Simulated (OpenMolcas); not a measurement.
**A ladder of methods for BH (SMILES [BH])**

BH: 2 atoms, total charge 0, spin state singlet. SMILES: `[BH]`. The bond length is the measured one.

```xyz
2

B     0.0000    0.0000    0.0000
H     0.0000    0.0000    1.2324
```

Each level gives the energy change with the B1–H2 bond stretched from 1.232 to 2.157 Å (eV). The values are calculated.

| level | kind | program | value (eV) | less FCI/6-31G |
| --- | --- | --- | --- | --- |
| HF/6-31G (restricted) | Hartree–Fock | OpenMolcas | 2.53 | +0.79 |
| PBE/6-31G (restricted) | GGA | OpenMolcas | 1.91 | +0.17 |
| r2SCAN/6-31G (restricted) | meta-GGA | OpenMolcas | 2.02 | +0.28 |
| B2PLYP/6-31G (restricted) | double hybrid | OpenMolcas | 2.16 | +0.42 |
| CASPT2(2,2)/6-31G | multireference | OpenMolcas | 1.85 | +0.11 |
| CASSCF(2,2)/6-31G | multireference | OpenMolcas | 1.77 | +0.03 |
| SC-NEVPT2(2,2)/6-31G | multireference | OpenMolcas | 1.80 | +0.06 |
| FCI/6-31G | exact in the basis | OpenMolcas | 1.74 | 0.00 |

FCI/6-31G is exact within its basis and frozen core, so for wave-function methods in that basis the difference is their error; functionals converge differently with the basis, so for them it is only a difference. Spin-restricted single references rise too steeply as a bond breaks, Hartree–Fock most of all. The first shape isn't each level's own minimum. The values span 1.74 to 2.53 eV. All rows use very small basis sets, so even the best lies far from the true value.
